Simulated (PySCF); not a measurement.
C₂H₅O, multiplicity 2. Atoms are numbered in the order given.

```xyz
8

C     -0.1934     1.1814     0.0000
C      0.4726    -0.1796     0.0000
O     -0.3620    -1.2483     0.0000
H      0.5531     1.9797     0.0000
H     -0.8226     1.2980    -0.8844
H     -0.8226     1.2980     0.8844
H      1.1565    -0.3002     0.8634
H      1.1565    -0.3002    -0.8634
```
Charge 0, spin multiplicity 2.

Geometry: PBE0-D3(BJ)/def2-TZVP. The isomer is the one that the SMILES or the coordinates give; other isomers of the formula were not compared.

Level of theory: SMD-B3LYP/6-31G* run with PySCF.

Solvation free energies are E(SMD) − E(gas) at the gas-phase geometry, for 1 M in both phases. In vacuum the dipole moment is 1.96 D.

Computed solvation free energies in water, chloroform, ethanol:
```tsv
solvent	ΔG(solv) (kcal/mol)	its non-electrostatic (CDS) part	dipole (D)
water	-2.5	2.2	2.66
chloroform	-3.1	-0.7	2.31
ethanol	-3.5	0.7	2.58
```
